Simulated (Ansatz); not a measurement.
Elements on the sites of an ideal bcc lattice, at a guessed lattice constant:

```yaml
crystal:
  lattice:
    - [-4.23830, -4.23830, 4.23830]
    - [-4.23830, 4.23830, -4.23830]
    - [2.11915, -6.35745, -6.35745]
  atoms:
    - { symbol: Ca, position: [0.66667, 0.66667, 0.66667] }
    - { symbol: Ca, position: [0.16667, 0.66667, 0.66667] }
    - { symbol: Ca, position: [0.66667, 0.16667, 0.66667] }
    - { symbol: Ca, position: [0.16667, 0.16667, 0.66667] }
    - { symbol: Ca, position: [0.83333, 0.83333, 0.33333] }
    - { symbol: Ca, position: [0.33333, 0.83333, 0.33333] }
    - { symbol: Ca, position: [0.83333, 0.33333, 0.33333] }
    - { symbol: Ca, position: [0.50000, 0.50000, 0.00000] }
    - { symbol: Ca, position: [0.00000, 0.50000, 0.00000] }
    - { symbol: Ca, position: [0.50000, 0.00000, 0.00000] }
    - { symbol: Ti, position: [0.33333, 0.33333, 0.33333] }
    - { symbol: Ti, position: [0.00000, 0.00000, 0.00000] }
```

Cell and atoms were relaxed without symmetry on coarser meshes and computed once more. Method: Ansatz, DFT PBE, scalar-relativistic, plane waves, PAW.

Cutoff 420 eV; k points 5×5×4 on the computed 12-atom cell (Γ-centred); Gaussian smearing, width 0.10 eV; no spin polarisation.

The relaxation ran on 2×2×2 (shifted) and then 3×3×3 k points with a smearing of 0.1 eV, from sites shaken by 0.02 Å.

Task: What does the relaxation give?

Result: A volume of 36.96 Å³/atom and no gap on the mesh. It lies 0.27 eV/atom above the elements' standard states (static lattices, no corrections for gases). The atoms leave their sites by 0.55 Å (root mean square) and 0.89 Å at most, and the cell stretches by up to 13.0 % at fixed volume, so the lattice hasn't survived.

```yaml
crystal:
  lattice:
    - [-4.73758, -3.83861, 3.85052]
    - [-4.74728, 3.86004, -3.83878]
    - [2.39609, -6.08621, -6.07677]
  atoms:
    - { symbol: Ca, position: [0.58106, 0.58310, 0.62197] }
    - { symbol: Ca, position: [0.11272, 0.73081, 0.69495] }
    - { symbol: Ca, position: [0.72690, 0.11488, 0.69349] }
    - { symbol: Ca, position: [0.21105, 0.21346, 0.64830] }
    - { symbol: Ca, position: [0.86759, 0.86949, 0.31762] }
    - { symbol: Ca, position: [0.34747, 0.83056, 0.33628] }
    - { symbol: Ca, position: [0.83092, 0.35039, 0.33665] }
    - { symbol: Ca, position: [0.46445, 0.46582, 0.02439] }
    - { symbol: Ca, position: [0.98038, 0.52072, 0.00362] }
    - { symbol: Ca, position: [0.52043, 0.98238, 0.00430] }
    - { symbol: Ti, position: [0.25678, 0.25710, 0.26821] }
    - { symbol: Ti, position: [0.09301, 0.09403, 0.05792] }
```

Spin polarisation was left out, and a magnetic state may lie lower.

Cost: 2 runs of about 4.3 core-minutes in all (earlier runs that led there not counted), on Intel Xeon 6975P-C (Granite Rapids) (shared hosts).